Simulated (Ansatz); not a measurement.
Structure relaxation of Ga3I2

These are results of Ansatz, DFT PBE, scalar-relativistic, plane waves, PAW, not measurements. Cutoff 420 eV, Γ-centred k mesh, Gaussian smearing, no spin polarisation in the final step.

Ga3I2 was placed on the anti-corundum structure type (R-3c, No. 167), with I in place of Al, Ga in place of O, at a guessed volume.

```xyz
10
Lattice="3.5430 2.0456 6.4489 -3.5430 2.0456 6.4489 0.0000 -4.0911 6.4489" Properties=species:S:1:pos:R:3 pbc="T T T"
Ga   -1.3729   -2.0456    8.0611
Ga    2.4580   -0.1662    8.0611
Ga   -1.0851    2.2118    8.0611
Ga    1.3729    2.0456   11.2855
Ga   -2.4580    0.1662   11.2855
Ga    1.0851   -2.2118   11.2855
I     0.0000    0.0000   16.4868
I     0.0000    0.0000   12.5331
I     0.0000    0.0000    2.8598
I     0.0000    0.0000    6.8135
```

Cell and atoms relax at zero pressure; the relaxation can't lower the symmetry of the start. After a coarse first stage the cell is made exact in the group found at 0.06 Å.

Energies over the elements count from the elements' standard structures at the same level, with no empirical corrections.

(1) Which crystal results?

(2) What are its volume, energy, density and gap?

Answers

(1) It keeps R-3c (No. 167), but not the shape of the type it started on. Conventional cell: a = 7.727 Å, c = 20.895 Å. Around Ga lie 2 Ga at 2.89 Å, 2 I at 3.16 Å and 2 I at 3.48 Å; I is coordinated by 3 Ga at 3.16 Å and 3 Ga at 3.48 Å.

```xyz
10
Lattice="3.8637 2.2307 6.9652 -3.8637 2.2307 6.9652 0.0000 -4.4614 6.9652" Properties=species:S:1:pos:R:3 pbc="T T T"
Ga    1.6711    0.0000   15.6716
Ga   -0.8355    1.4472   15.6716
Ga   -0.8355   -1.4472   15.6716
Ga   -1.6711    0.0000    5.2239
Ga    0.8355   -1.4472    5.2239
Ga    0.8355    1.4472    5.2239
I     0.0000    0.0000   18.7191
I     0.0000    0.0000   12.6241
I     0.0000    0.0000    2.1763
I     0.0000    0.0000    8.2714
```

(2) The volume per atom is 36.02 Å³ and the density is 4.27 g/cm³. The energy over the elements is 0.03 eV/atom and the gap on the 6×6×6 mesh is 0 eV (a metal).

The final run used a 6×6×6 mesh on its 10-atom cell and 0.10 eV smearing. The k mesh leaves about 4 meV/atom of noise in metals. Spin–orbit coupling is left out. A structure relaxed within its symmetry needn't be a true minimum.

Cost: 3 runs of about 8 core-minutes in all, on Arm Neoverse V2 (shared hosts).